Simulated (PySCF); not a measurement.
Name the molecule from its bond curve

A diatomic of charge +1 contains Cl (the partner may be the same element). Its doublet curve at M06 in a triple-zeta basis (no relativity, PySCF), in eV from the separated fragments:

(R (Å), E (eV)): (1.625, -2.619), (1.701, -3.524), (1.777, -4.015), (1.833, -4.187), (1.890, -4.235), (1.947, -4.189), (2.022, -4.022), (2.117, -3.701), (2.230, -3.226), (2.381, -2.543)

The fit gives ωe = 675 cm⁻¹ and the rotational constant Bₑ = 0.2705 cm⁻¹.

**Question.** Which atom is the partner?

**Answer.** The minimum lies at 1.888 Å, so the reduced mass is 16.8576 u Å² cm⁻¹/(Bₑ·Re²) = 17.48 u. With Cl at 34.97 u the partner weighs about 35.0 u: Cl. The molecule is Cl₂⁺.

The state was picked by a PBE0 search and need not be the measured ground state.
